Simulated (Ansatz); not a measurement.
The input, for Ansatz 0.2.0:

```yaml
crystal:
  periodic: [false, false, false]
  atoms:
    - {symbol: B, position_ang: [0.003254, -0.003264, -0.007049]}
    - {symbol: H, position_ang: [0.475728, 0.483030, 1.050255]}
    - {symbol: H, position_ang: [-0.482537, -0.474149, 1.051196]}
    - {symbol: H, position_ang: [-0.468659, 0.468138, -1.071326]}
    - {symbol: H, position_ang: [0.440568, -0.442006, -0.954512]}
basis:
  gaussian: {orbitals: 6-31G}
total_charge: 1
magnetization: {spin_polarized: true, initial_magnetization: 2}
correlation: {method: ccsd_t, electrons: valence}
scf: {lower_state_search: off}
```

```sh
$ ansatz run in.yaml --threads 1 --pin off --events-out ev --progress --plain --max-ram 2393MiB
```

Output:

```
these checks for a lower state are left out or cut short: stability, starts, cluster_reference, orbital_swaps, neighbouring_geometries, increment
254 factors; integrals over basis functions are off by at most 4.9e-4 eV
mean field evaluation 1: about -719.4434 eV, gradient 7.4e0 eV
mean field evaluation 2: about -719.4468 eV, gradient 7.4e0 eV
mean field evaluation 4: about -719.8595 eV, gradient 3.2e-1 eV
mean field evaluation 8: about -719.8613 eV, gradient 2.1e-6 eV
mean field -719.86126306 eV, -26.4544134779 hartree, gradient 2.4e-6 eV, S^2 2.003512; 0 other end points of the search recorded, 0 dependent functions left out
1 core orbitals not correlated: weight in the atoms' cores, before any rotation towards them, 1.000 or more for the frozen orbitals, at most 0.000 for the correlated occupied ones
reference -719.86126306 eV, -26.4544134779 hartree; 4, 2 occupied and 12, 14 virtual orbitals, 254 factors
second order -1.43782856 eV of doubles, -0.00000000 eV of singles
cycle   1  -1.78533160 eV  change   -3.5e-1 eV  update   4.4e-2
cycle   2  -1.93892856 eV  change   -1.5e-1 eV  update   1.8e-2
cycle   3  -1.94745619 eV  change   -8.5e-3 eV  update   4.8e-3
cycle   4  -1.94869324 eV  change   -1.2e-3 eV  update   1.3e-3
cycle   5  -1.94811185 eV  change    5.8e-4 eV  update   3.0e-4
cycle   6  -1.94832956 eV  change   -2.2e-4 eV  update   1.3e-4
cycle   7  -1.94832396 eV  change    5.6e-6 eV  update   5.0e-5
cycle   8  -1.94829007 eV  change    3.4e-5 eV  update   1.2e-5
cycle   9  -1.94830534 eV  change   -1.5e-5 eV  update   3.6e-6
cycle  10  -1.94830088 eV  change    4.5e-6 eV  update   1.0e-6
perturbative correction -0.02501378 eV, -0.0009192393 hartree
Total energy: -721.83457771 eV, -26.5269314539 hartree
Checks for a lower state left out: stability, starts, cluster_reference, orbital_swaps, neighbouring_geometries, increment
```

Ran on 1 thread of Arm Neoverse V1, shared host: 0.24 s wall, 0.07 GiB peak host memory.
